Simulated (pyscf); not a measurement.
A first-order saddle from PySCF, ωB97X-D3(BJ)/def2-SVP:

```xyz
9

Si     1.1281    -1.5510    -0.0874
Si    -0.3076     0.9030     1.8153
H      0.4224    -0.6146     1.1978
H      0.3439    -2.7442    -0.5175
H      2.5652    -1.9029     0.0982
H      0.7050     1.9752     1.5914
H     -0.6651     0.8155     3.2631
H     -1.5257     1.1500     0.9904
Cl     0.9869    -0.0973    -1.5621
```
Charge 0, spin multiplicity 2.

Surface: doublet, charge 0. Lowest wavenumbers (cm⁻¹): 1425i, 50, 85, 116, 246.

What reaction is this the transition state of?

H₃Si–Cl + SiH₃• <-> •H₂Si–Cl + SiH₄, a hydrogen abstraction read from left to right: H–Si broken and H–Si formed. At CCSD(T)/def2-TZVPP + ΔMP2(QZVPP) it lies +0.47 eV from the left side and +0.46 eV from the right (each side as separated species at their lowest minima found). One saddle was located; it need not be the lowest between these sides. The angle at the transferred H is 151°. The CCSD(T) − MP2 part came from Ansatz, without density fitting, on the same reference.
